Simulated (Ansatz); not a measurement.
**AlH₄ (doublet): PBE, r2SCAN, PBE0, B3LYP, wB97M-V, B2PLYP, RPA-PBE over vertical spin and charge gaps, cc-pVDZ**

Aim: run AlH₄ (doublet) with these functionals over vertical spin and charge gaps, and hold them against the top wave-function level at the same points.

Computed with Ansatz 0.2.0, Gaussian basis. Level: cc-pVDZ, all electrons in the functionals, frozen cores in the correlation of double hybrids and RPA.

To be run: PBE, r2SCAN, PBE0, B3LYP, wB97M-V, B2PLYP, RPA-PBE, at charge 0, doublet; charge 0, quartet; charge 1, triplet.

8 further runs of the same task are left out: 5 for a known fault of the program, 3 set aside as unsound or not needed.

### Step 1. The system

The geometry is a PBE0/def2-TZVP stationary point (not a proven minimum).

5 atoms, charge 0, spin multiplicity 2.

Atoms are counted from 1 here; the program's logs count them from 0.

Bond lengths: Al1–H4 1.595 Å, Al1–H5 1.595 Å, H2–H3 0.766 Å. Angles: H4–Al1–H5 120.0°.

No dispersion term is added; wB97M-V holds VV10 nonlocal correlation. B3LYP takes the VWN-RPA correlation.

The geometry shown and the zero of energy belong to the point charge 0, doublet. The yardstick, FCI, and other wave-function levels (R restricted, U unrestricted, valence and pair active spaces) come from earlier runs.

### Step 2. PBE, charge 0, doublet

The input, in.yaml:

```yaml
crystal:
  periodic: [false, false, false]
  atoms:
    - {symbol: Al, position_ang: [-0.059867, 0.000147, -0.132768]}
    - {symbol: H, position_ang: [0.448722, 0.001802, 1.985772]}
    - {symbol: H, position_ang: [-0.317066, -0.008906, 1.956389]}
    - {symbol: H, position_ang: [0.733301, 1.383310, -0.188797]}
    - {symbol: H, position_ang: [0.737612, -1.380129, -0.199290]}
basis:
  gaussian: {orbitals: cc-pVDZ}
magnetization: {spin_polarized: true, initial_magnetization: 1}
hamiltonian: {xc: {name: PBE}}
output: {orbitals: {seedname: orbitals}}
```

Command:

```console
> ansatz run in.yaml --threads 1 --pin off --events-out ev --progress --plain --max-ram 3956MiB --backend cpu
```

After this run come: PBE, charge 0, quartet; PBE, charge 1, triplet; r2SCAN, charge 0, doublet; r2SCAN, charge 0, quartet; r2SCAN, charge 1, triplet; PBE0, charge 0, doublet; PBE0, charge 0, quartet; PBE0, charge 1, triplet; B3LYP, charge 0, doublet; B3LYP, charge 0, quartet; B3LYP, charge 1, triplet; wB97M-V, charge 0, doublet; wB97M-V, charge 0, quartet; wB97M-V, charge 1, triplet; B2PLYP, charge 0, doublet; B2PLYP, charge 0, quartet; B2PLYP, charge 1, triplet; RPA-PBE, charge 0, doublet; RPA-PBE, charge 0, quartet; RPA-PBE, charge 1, triplet.

Q: Predict the results of all the runs planned. Wanted: doublet to quartet, FCI; ionisation to the triplet cation, FCI; largest miss, PBE; largest miss, r2SCAN; largest miss, PBE0; largest miss, B3LYP; largest miss, wB97M-V; largest miss, B2PLYP; largest miss, RPA-PBE.

**Answer**, as computed:

| quantity | value |
| --- | --- |
| doublet to quartet, FCI | 5.754 eV |
| ionisation to the triplet cation, FCI | 10.716 eV |
| largest miss, PBE | -0.346 eV (doublet to quartet) |
| largest miss, r2SCAN | -0.299 eV (doublet to quartet) |
| largest miss, PBE0 | -0.180 eV (doublet to quartet) |
| largest miss, B3LYP | +0.052 eV (ionisation to the triplet cation) |
| largest miss, wB97M-V | +0.248 eV (doublet to quartet) |
| largest miss, B2PLYP | +0.064 eV (doublet to quartet) |
| largest miss, RPA-PBE | -0.166 eV (doublet to quartet) |
| largest miss, RCCSD(T) | +0.012 eV (doublet to quartet) |
| largest miss, UCCSD(T) | +0.010 eV (doublet to quartet) |

In words: Of the functionals, B3LYP keep the smallest largest miss at the points compared (at most 0.052 eV) and PBE strays most (0.346 eV, at doublet to quartet). Functionals and the yardstick converge differently with the basis, so part of each miss in cc-pVDZ is the basis.
